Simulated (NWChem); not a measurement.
System: CH₃, doublet; SMILES [CH3]

Results from NWChem. Spin-unrestricted. In the optimisation the excess spin sits in a2" (D3h, its own frame). Coordinates come from a PBE0/def2-SVP, spin-unrestricted optimisation. No stability test was run on the SCF state. Total energies compare along this basis series because the functional is fixed.

| level | basis functions | energy (Ha) | highest occupied level (eV) | lowest empty minus highest occupied level, either spin (eV) |
|---|---|---|---|---|
| PBE/3-21G | 15 | -39.5522 | -4.90 | 2.73 |
| PBE/pcseg-1 | 29 | -39.7640 | -5.30 | 2.57 |
| PBE/aug-pcseg-1 | 50 | -39.7657 | -5.41 | 2.47 |
| PBE/pcseg-2 | 72 | -39.7897 | -5.41 | 2.50 |
| PBE/def2-TZVPP | 73 | -39.7890 | -5.38 | 2.53 |
| PBE/def2-QZVP | 147 | -39.7922 | -5.42 | 2.50 |
